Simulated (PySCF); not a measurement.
Isomers of C4H7N.

All values: CAM-B3LYP/def2-SVPD (PySCF) at PBE0-D3(BJ)/def2-SVP geometries, gas phase, one conformer each. Core orbitals are frozen in the response; Δα² is half the sum of the squared differences of the principal polarisabilities.

(1) Rank by HOMO–LUMO gap, highest first.
A. `[CH:1]#[C:2][CH2:3][NH:4][CH3:5]` with C2–C3–N4–C5 -177° (N-methyl propargyl amine)
B. `[CH2:1]=[N:2][CH:3]1[CH2:4][CH2:5]1` with C1–N2–C3–C4 -146°
C. `[CH2:1]=[CH:2]/[CH:3]=[N:4]\[CH3:5]` with C1–C2–C3–N4 180°
D. `[CH3:1][CH2:2][C:3]1=[N:4][CH2:5]1` with C1–C2–C3–N4 -126°
E. `[CH:1]#[C:2][C@@H:3]([CH3:4])[NH2:5]` with C2–C3–N5–H 56° and 173°
F. `[CH2:1]=[C:2]1[CH2:3][C@@H:4]1[NH2:5]` with C3–C4–N5–H -148° and 93°

(2) Rank by polarisability anisotropy Δα, lowest first.
A. `[CH:1]#[C:2][CH2:3][NH:4][CH3:5]` with C2–C3–N4–C5 -177° (N-methyl propargyl amine)
B. `[NH2:1][C@@H:2]1[CH:3]=[CH:4][CH2:5]1` with H–N1–C2–C3 55° and 174°
C. `[CH2:1]=[N:2][CH:3]1[CH2:4][CH2:5]1` with C1–N2–C3–C4 -146°
D. `[CH:1]#[C:2][C@@H:3]([CH3:4])[NH2:5]` with C2–C3–N5–H 56° and 173°
E. `[CH2:1]=[CH:2]/[CH:3]=[N:4]\[CH3:5]` with C1–C2–C3–N4 180°
F. `[H]/[N:5]=[CH:4]\[C:2](=[CH2:1])[CH3:3]` with C1–C2–C4–N5 180°

(3) Rank by mean static polarisability, lowest first.
A. `[NH2:1][C@@H:2]1[CH:3]=[CH:4][CH2:5]1` with H–N1–C2–C3 55° and 174°
B. `[H]/[N:5]=[CH:4]\[C:2](=[CH2:1])[CH3:3]` with C1–C2–C4–N5 180°
C. `[CH3:1][CH2:2][C:3]1=[N:4][CH2:5]1` with C1–C2–C3–N4 -126°
D. `[CH:1]#[C:2][CH2:3][NH:4][CH3:5]` with C2–C3–N4–C5 -177° (N-methyl propargyl amine)
E. `[CH2:1]=[CH:2]/[CH:3]=[N:4]\[CH3:5]` with C1–C2–C3–N4 180°

## Answers

(1) D (9.96 eV), E (9.81 eV), B (9.67 eV), F (9.50 eV), A (9.37 eV), C (8.11 eV).

(2) B (2.20 Å³), D (3.46 Å³), C (4.13 Å³), A (4.58 Å³), F (5.30 Å³), E (6.85 Å³).

(3) C (7.89 Å³), A (8.11 Å³), D (8.51 Å³), B (8.77 Å³), E (9.11 Å³).

All values together:

```
        SMILES  μ (D)  HOMO (eV)  LUMO (eV)  α (Å³)  Δα (Å³)  ΔSCF removal energy (eV)
[H]/N=C\C(=C)C   2.80      -8.93      -0.20    8.77     5.30                      9.79
       C=CCN=C   1.48      -8.91       0.64    8.72     3.78                      9.80
 N[C@@H]1C=CC1   1.28      -8.22       1.17    8.11     2.20                      9.17
      CCC1=NC1   2.90      -9.05       0.91    7.89     2.32                     10.01
     C=C/C=N\C   2.31      -8.48      -0.37    9.11     6.85                      9.16
      C=NC1CC1   1.44      -8.83       0.84    8.45     4.13                         –
 C#C[C@@H](C)N   1.52      -8.61       1.19    8.40     3.46                      9.55
        C#CCNC   1.21      -8.09       1.27    8.51     4.58                      9.00
 C=C1C[C@@H]1N   1.41      -8.50       1.00    8.56     3.45                      9.40
```

Conformers: `[H]/[N:5]=[CH:4]\[C:2](=[CH2:1])[CH3:3]` with C1–C2–C4–N5 180°; `[CH2:1]=[CH:2][CH2:3][N:4]=[CH2:5]` with C1–C2–C3–N4 132°, C2–C3–N4–C5 -123°; `[NH2:1][C@@H:2]1[CH:3]=[CH:4][CH2:5]1` with H–N1–C2–C3 55° and 174°; `[CH3:1][CH2:2][C:3]1=[N:4][CH2:5]1` with C1–C2–C3–N4 -126°; `[CH2:1]=[CH:2]/[CH:3]=[N:4]\[CH3:5]` with C1–C2–C3–N4 180°; `[CH2:1]=[N:2][CH:3]1[CH2:4][CH2:5]1` with C1–N2–C3–C4 -146°; `[CH:1]#[C:2][C@@H:3]([CH3:4])[NH2:5]` with C2–C3–N5–H 56° and 173°; `[CH:1]#[C:2][CH2:3][NH:4][CH3:5]` with C2–C3–N4–C5 -177°; `[CH2:1]=[C:2]1[CH2:3][C@@H:4]1[NH2:5]` with C3–C4–N5–H -148° and 93°.

A dash marks a removal energy that wasn't run or isn't settled.

Question: By how much does the ΔSCF value exceed −ε(HOMO) over the species that have both?

Answer: By 0.68 to 0.96 eV, 0.89 eV on average, over 8 species.
